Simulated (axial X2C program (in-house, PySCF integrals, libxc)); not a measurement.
# Worked dissociation energy of PN⁺: PBE0, two-component

All values were computed with an axial X2C code built on PySCF integrals. Two-component (2c) means X2C with spin–orbit coupling and atomic mean-field two-electron Coulomb and Gaunt terms. Basis: P dyall-v3z [8s7p2d1f], N dyall-av3z [7s7p3d2f] (cores contracted in-house); Gaussian nuclei, density fitting, unrestricted open shells. Masses: P 30.974 u, N 14.003 u.

Molecular state: Ω = 1/2 (⟨Sz⟩ = 0.50, ⟨Lz⟩ = 0.00 at PBE0).

| Quantity | Value |
| --- | --- |
| E(P+) (2M_J = 2) | -341.535742 hartree |
| E(N) (2M_J = 3) | -54.573668 hartree |
| E(PN⁺) at Re | -396.278538 hartree |
| ωe | 1379.3 cm⁻¹ |
| ωexe | 10.1 cm⁻¹ |

Problem. Work out De and D0.

Solution. De = -341.535742 + (-54.573668) − (-396.278538) = 0.16913 hartree = 4.602 eV. The zero-point energy is ωe/2 − ωexe/4 = 687 cm⁻¹ = 0.085 eV, so D0 = 4.517 eV.

The state is one determinant whose occupation by symmetry is held fixed; it was picked as the lowest of a PBE0 search that is not exhaustive. Dissociation energies refer to the lowest single-determinant-based atoms at the same level and basis. Density functionals use the spin component along the axis (collinear). The 2c atoms are single determinants rather than J levels; their spin–orbit lowering is only partly caught, and De is too large by that part. This holds for PBE0. The functionals have no current-density term, which raises determinants with orbital currents, atoms included. The determinant is spin-polarised beyond a pure state at some levels (its spin-free form has ⟨S²⟩ too high), which makes Re and μ there less reliable.

Each atomic determinant is the lowest at this level and need not be a pure J level. Totals compare only within one Hamiltonian and basis.
